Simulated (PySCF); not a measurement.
SiH₄ (singlet). All numbers come from PBE0/[Si def2-TZVP, H def2-TZVP], no relativity, density fitting, PySCF.

Harmonic bands of its minimum:

```
ω (cm⁻¹)  IR (km/mol, summed over degenerate members)  degeneracy
     908                                          380           3
     969                                          0.0           2
    2235                                          0.0           1
    2245                                          310           3
```

**Question.** The central atom is Si. Infer the point group and assign the bands.

**Answer.** Td. The modes span 2t2 + e + a1: 908 t2, 969 e, 2235 a1, 2245 t2. The computed geometry has Si–H 1.485 Å (×4); H–Si–H 109.5° (×6).
